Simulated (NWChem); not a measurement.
Everything below was run with NWChem. System: trifluoromethane (CHF3), charge 0, spin multiplicity 1, at a geometry optimised with PBE0/def2-SVP. Level: evGW0@PBE0/def2-SVPD, RI basis def2-svpd-rifit, 6 cycles.

The NWChem input:

```
start mol
memory heap 200 mb stack 700 mb global 1700 mb
geometry units angstroms nocenter noautoz
  F      0.077835    -0.630672     1.078383
  C     -0.331824     0.026153     0.000000
  F      0.077835    -0.630672    -1.078383
  F      0.224611     1.231370     0.000000
  H     -1.431582     0.112843     0.000000
  symmetry group Cs
end
basis spherical
  * library def2-svpd
end
basis "ri basis" bse spherical
  * library def2-svpd-rifit
end
dft
  xc pbe0
  iterations 100
  direct
  tolerances tight
end
task dft energy
gw
  evgw0 6
  states alpha occ -1 vir -1
end
task dft gw
```

NWChem printed:

```
             Northwest Computational Chemistry Package (NWChem) 7.3.0
             --------------------------------------------------------

                                NWChem Input Module
                                -------------------

 Scaling coordinates for geometry "geometry" by  1.889725989
 (inverse scale =  0.529177249)

 Turning off AUTOSYM since
 SYMMETRY directive was detected!

                             Geometry "geometry" -> ""
                             -------------------------

 Output coordinates in angstroms (scale by  1.889725989 to convert to a.u.)

  No.       Tag          Charge          X              Y              Z
 ---- ---------------- ---------- -------------- -------------- --------------
    1 F                    9.0000     0.07783500    -0.63067200     1.07838300
    2 C                    6.0000    -0.33182400     0.02615300     0.00000000
    3 F                    9.0000     0.07783500    -0.63067200    -1.07838300
    4 F                    9.0000     0.22461100     1.23137000     0.00000000
    5 H                    1.0000    -1.43158200     0.11284300     0.00000000

 Effective nuclear repulsion energy (a.u.)     134.2283782719

            Nuclear Dipole moment (a.u.)
            ----------------------------
        X                 Y               Z
 ---------------- ---------------- ----------------
     0.0000056692    -0.0000094486     0.0000000000

      Symmetry information
      --------------------

 Group name             Cs
 Group number              2
 Group order               2
 No. of unique centers     4

      Symmetry unique atoms

     1    2    4    5


 Summary of "ao basis" -> "" (spherical)
 ------------------------------------------------------------------------------
       Tag                 Description            Shells   Functions and Types
 ---------------- ------------------------------  ------  ---------------------
 *                         def2-svpd                  on all atoms

 new library libraries.bse/

 Summary of "ri basis" -> "" (spherical)
 ------------------------------------------------------------------------------
[...]
@GW        20          4.025           0.000
@GW        21          4.021           0.000
@GW        22          5.851           0.000
@GW        23          5.848           0.000
@GW        24          6.041           0.000
@GW        25          5.948           0.000
@GW        26          5.948           0.000
@GW        27          7.553           0.000
@GW        28          7.553           0.000
@GW        29          8.950           0.000
@GW        30          9.025           0.000
@GW        31          8.658           0.000
@GW        32         10.675           0.000
@GW        33         10.674           0.000
@GW        34         10.923           0.000
@GW        35         12.629           0.000
@GW        36         12.860           0.000
@GW        37         12.860           0.000
@GW        38         13.103           0.000
@GW        39         13.492           0.000
@GW        40         13.492           0.000
@GW        41         16.567           0.000
@GW        42         16.566           0.000
@GW        43         19.251           0.000
@GW        44         19.830           0.000
@GW        45         19.830           0.000
@GW        46         20.079           0.000
@GW        47         21.784           0.000
@GW        48         21.787           0.000
@GW        49         21.794           0.000
@GW        50         23.529           0.000
@GW        51         23.328           0.000
@GW        52         23.328           0.000
@GW        53         24.689           0.000
@GW        54         24.689           0.000
@GW        55         26.047           0.000
@GW        56         26.936           0.000
@GW        57         26.936           0.000
@GW        58         29.419           0.000
@GW        59         30.734           0.000
@GW        60         30.734           0.000
@GW        61         31.834           0.000
@GW        62         34.061           0.000
@GW        63         45.676           0.000
@GW        64         45.677           0.000
@GW        65         50.246           0.000
@GW        66         50.247           0.000
@GW        67         51.501           0.000
@GW        68         51.501           0.000
@GW        69         53.090           0.000
@GW        70         52.731           0.000
@GW        71         60.332           0.000
@GW        72         59.670           0.000
@GW        73         61.196           0.000
@GW        74         61.196           0.000
@GW        75         64.082           0.000
@GW        76         64.083           0.000
@GW        77         64.977           0.000
@GW        78         64.972           0.000
@GW        79         67.325           0.000
@GW        80         67.497           0.000
@GW        81         67.499           0.000
@GW        82         85.254           0.000
@GW        83         95.205           0.000
@GW        84         96.399           0.000
@GW        85         96.555           0.000
@GW        86         96.556           0.000
@GW        87         97.099           0.000
@GW        88         97.100           0.000
@GW        89         98.035           0.000
@GW        90         98.628           0.000
@GW        91         98.628           0.000
@GW        92        102.133           0.000
@GW        93        106.767           0.000
@GW        94        106.768           0.000
@GW        95        112.151           0.000
@GW        96        116.881           0.000
@GW        97        116.881           0.000

     GW Timing Statistics
   ------------------------
   Init.   :          0.0s
     ERIs  :          0.6s
     Distr.:          0.0s
     Vxc   :          0.5s
   Sigma_x :          0.0s
   RPA     :          0.6s
   Wmn     :          2.4s
   Sigma_c :          1.1s
   GW total:          5.3s

 Task  times  cpu:        5.3s     wall:        5.3s

 Total times  cpu:        8.7s     wall:        8.7s
```
